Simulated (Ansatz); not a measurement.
## Elastic constant C13 of some elemental solids other than molecular ones

Method: LDA in Ansatz (plane waves, PAW). References are measured values corrected to a static lattice or taken at low temperature (these still hold zero-point motion).

Values in GPa.

```
solid   reference   LDA  error (%)
------  ---------  ----  ---------
hcp Os       218†   246      +12.8
hcp Mg       21.7  21.9       +0.9
hcp Y          19  26.4        +39
hcp Zn       52.8  63.0      +19.3
hcp Ti         68  92.1        +35
hcp Zr       64.6     ?          ?
hcp Be        11§  11.2       +1.8
```

Q: Estimate the withheld LDA value.

A: The errors of the other rows run from +0.9 % to +39 %, with a median of +16.1 %; carried to the reference 64.6 it gives 75.0 GPa. The run gives 81.2 GPa (+26 %); the row was picked among those where that median comes within half of the row's own error. Over these 7 solids the mean error is +19.3 %, the mean absolute error 19.3 % (median 19.3 %), and the worst case hcp Y at +39 %; the value is too high in 7 of 7 cases.

All these references are low-temperature values that still hold zero-point motion.

Spin–orbit coupling is left out, also for the solids with elements from indium on (hcp Os); its size isn't shown.

† marks references with one source in our tables, § those from which another value on file, of any temperature, differs by over 15 %.

Differences are worked out from the printed values.

Each level is taken at its own relaxed cell. Ansatz's density-functional and Hartree–Fock values are scalar-relativistic unless marked +SOC, with PAW data made under PBE.

Ansatz's runs of these crystals have no spin polarisation.

Not in this set, of the elemental solids other than molecular ones with a reference value in our tables and a result at some level: 8 for a reference at room or unstated temperature (hcp Cd, hcp Co, body-centred tetragonal In, hcp Re, hcp Ru and 3 more). These can be a level's worst cases. Values held back for tests aren't counted. Layered and molecular crystals are counted apart. The metals Ce to Yb are counted apart.

References as tabulated in Liu et al. (2023), arXiv:2002.00005; Ibrahim et al. (2023), arXiv:2305.03577; Elastic Constants of Yttrium Single Crystals in the Temperature Range 4.2-400 K; Galib et al. (2023), arXiv:2209.08184 and others.

Ansatz is an electronic-structure program.
